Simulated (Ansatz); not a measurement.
# NH+ (quartet): the correlation ladder, def2-TZVPP

An exercise on one series of results from a longer session: the logs are not shown, and one member is left open.

Program: Ansatz 0.2.0, Gaussian basis. Level of theory: def2-TZVPP, core rule «outside noble gas», up to 1 orbitals frozen. These are calculated values, not measurements.

The runs, in order: UHF; ROHF; CCSD(T) on UHF.

2 further runs of the same task are left out: 2 set aside as unsound or not needed.

## The system

The geometry is a PBE0/def2-TZVP stationary point (not a proven minimum) of the parent state, kept for this charge and spin.

2 atoms, charge 1, spin multiplicity 4.

Atoms are counted from 1 here; the program's logs count them from 0.

Bond lengths: N1–H2 1.040 Å.

Set-up of the first run:

in.yaml

```yaml
crystal:
  periodic: [false, false, false]
  atoms:
    - {symbol: N, position_ang: [0.000000, 0.000000, 0.000000]}
    - {symbol: H, position_ang: [0.000000, 0.000000, 1.039652]}
basis:
  gaussian: {orbitals: def2-TZVPP}
total_charge: 1
magnetization: {spin_polarized: true, initial_magnetization: 3}
hamiltonian: {xc: hf}
output: {orbitals: {seedname: orbitals}}
```

The run is started by

```
$ ansatz run in.yaml --threads 1 --pin off --events-out ev --progress --plain --max-ram 2816MiB --backend cpu
```

Among the steps run: UHF; ROHF; CCSD(T) on UHF.

One table of the session follows, with a row left open; its other results are not shown here.

| method | from UCCSD(T) (meV) |
| --- | --- |
| ROHF | +2921.1 |
| UHF | +2856.3 |
| UMP2 | ? |
| UCCSD | +53.8 |
| UCCSD(T) | 0 |

Estimate the missing values for UMP2.

As computed: from UCCSD(T) (meV): +486.8. In the column «from UCCSD(T) (meV)» it lies between UCCSD (+53.8) and UHF (+2856.3).
